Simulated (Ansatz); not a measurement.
# CH3F (singlet): wave-function methods side by side at a displaced geometry (v1), cc-pVDZ

The task here is to estimate one member of a computed series from the others.

Computed with Ansatz 0.2.0, Gaussian basis. Level: cc-pVDZ, core rule «outside noble gas», up to 2 orbitals frozen.

To be run: UHF; CCSD(T) on RHF; BCCD(T) on RHF; CISD; CCSDT(Q) on RHF.

15 further runs of the same task are left out: 3 for a known fault of the program, 4 that didn't finish, 8 set aside as unsound or not needed.

## What is computed

The geometry is a PBE0/def2-TZVP stationary point (not a proven minimum) with its atoms shifted at random (size 0.040 Å).

5 atoms, charge 0, spin multiplicity 1.

Atoms are counted from 1 here; the program's logs count them from 0.

Bond lengths: C1–F2 1.376 Å, C1–H3 1.120 Å, C1–H4 1.102 Å, C1–H5 1.190 Å. Angles: F2–C1–H3 106.7°, F2–C1–H4 112.1°, F2–C1–H5 111.7°, H3–C1–H4 113.6°, H3–C1–H5 105.9°, H4–C1–H5 106.8°.

The first run:

Input file in.yaml:

```yaml
crystal:
  periodic: [false, false, false]
  atoms:
    - {symbol: C, position_ang: [-0.732951, 0.000799, 0.014355]}
    - {symbol: F, position_ang: [0.642516, -0.001108, -0.003510]}
    - {symbol: H, position_ang: [-1.053588, 1.072536, -0.035870]}
    - {symbol: H, position_ang: [-1.135988, -0.540186, 0.885236]}
    - {symbol: H, position_ang: [-1.187124, -0.520980, -0.954259]}
basis:
  gaussian: {orbitals: cc-pVDZ}
magnetization: {spin_polarized: true, initial_magnetization: 0}
hamiltonian: {xc: hf}
output: {orbitals: {seedname: orbitals}}
```

Launch:

```console
> ansatz run in.yaml --threads 1 --pin off --events-out ev --progress --plain --max-ram 2393MiB
```

Steps of the session up to this table: UHF; CCSD(T) on RHF; BCCD(T) on RHF; CISD; CCSDT(Q) on RHF.

One table of the session follows, with a row left open; its other results are not shown here.

It belongs to the step «Misses and costs». 

| method | from RCCSDT(Q) (meV) |
| --- | --- |
| RHF | +9972.8 |
| RMP2 | +817.7 |
| CISD | +920.9 |
| RCCSD | +212.4 |
| RCCSD(T) | +29.1 |
| BCCD(T) | ? |
| RCCSDT | +15.8 |
| RCCSDT(Q) | 0 |

Q: Estimate the row for BCCD(T) from the others.

**Answer.** from RCCSDT(Q) (meV): +27.2. In the column «from RCCSDT(Q) (meV)» it lies between RCCSDT (+15.8) and RCCSD(T) (+29.1).
